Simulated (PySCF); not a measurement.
`[SiH2]Cl` (ClH2Si•): removing and adding an electron

Parent: `[SiH2]Cl` (ClH2Si•, doublet). Optimised structure (Å), atoms numbered from 1:
```
Si   -0.1789    0.0055    0.3981
Cl    1.8303   -0.0619   -0.1374
H    -0.7616    1.2755   -0.1307
H    -0.8578   -1.1949   -0.1765
```

Level of theory: M06-2X/ma-def2-TZVP single points in PySCF, grid level 3; every species was optimised with PBE0-D3(BJ)/ma-def2-SVP. The prefix ma- adds one diffuse s and one diffuse p function on all atoms but H. Zero-point and thermal terms (298.15 K, 1 bar) come from unscaled PBE0-D3(BJ)/ma-def2-SVP harmonic frequencies, with soft modes damped to free rotors in the entropy.

Frontier levels of the parent: HOMO -7.50 eV, LUMO -2.63 eV.

Oxidation to the singlet cation:
| Property | Result |
| --- | --- |
| Vertical ionisation energy (electronic) | 8.96 eV |
| Adiabatic ionisation energy (with zero-point energy) | 7.93 eV |
| Adiabatic, electronic part | 7.91 eV |
| Vertical gap at the product's structure | 7.37 eV |
| Inner reorganisation energy (four-point) | 1591 meV |
| Relaxation of product / of parent | 1057 / 534 meV |
| Largest changes of atomic charge | Si1 0.56, Cl2 0.25, H (on Si1) 0.09, H (on Si1) 0.09 |
| Distances that move most (Å) | Si1–Cl2 2.080 → 1.968; Si1–H 1.494 → 1.477; Si1–H 1.494 → 1.477 |

Vertical ionisation energy to the triplet cation: 11.67 eV. This state was not relaxed.

Reduction to the singlet anion:
* Vertical electron affinity (electronic): 1.12 eV
* Adiabatic electron affinity (with zero-point energy): 1.79 eV
* Adiabatic, electronic part: 1.75 eV
* Vertical gap at the product's structure: 2.54 eV
* Inner reorganisation energy (four-point): 1415 meV
* Relaxation of product / of parent: 626 / 789 meV
* Largest changes of atomic charge: Si1 -0.65, Cl2 -0.21
* Distances that move most (Å): Si1–Cl2 2.080 → 2.279; Si1–H 1.494 → 1.549; Si1–H 1.494 → 1.548

Vertical electron affinity to the triplet anion: -0.78 eV. This state was not relaxed. The value is negative, so the extra electron is not bound, and the number hangs on the basis.
